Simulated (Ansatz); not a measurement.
Basis-set extrapolation for `CC(N)O` (PBE0-D4/def2-TZVP geometry, frozen core, Ansatz). Multiplicity 1, RHF reference.

```
                      def2-TZVPP   def2-QZVPP
                 HF  -209.209513  -209.219757
    MP2 correlation    -0.810254    -0.867882
CCSD(T) correlation    -0.873048      not run
```

Energies in hartree. Use E(X) = E(∞) + A·exp(−7.88·√X) for Hartree–Fock and E(X) = E(∞) + B·X^(−2.97) for correlation, with X = 3 and 4, and add CCSD(T) minus MP2 of the smaller set to the MP2 limit.

**Question.** What is the CCSD(T) energy at the basis-set limit?

**Answer.** HF limit: -209.219757 + (-0.010244) × 0.13774 = -209.22117. MP2 limit: -0.867882 + (-0.057628) × 0.74074 = -0.91057. Higher-order term: -0.873048 − (-0.810254) = -0.06279. Total: -210.19453 hartree, 3.05 eV below CCSD(T)/def2-TZVPP.
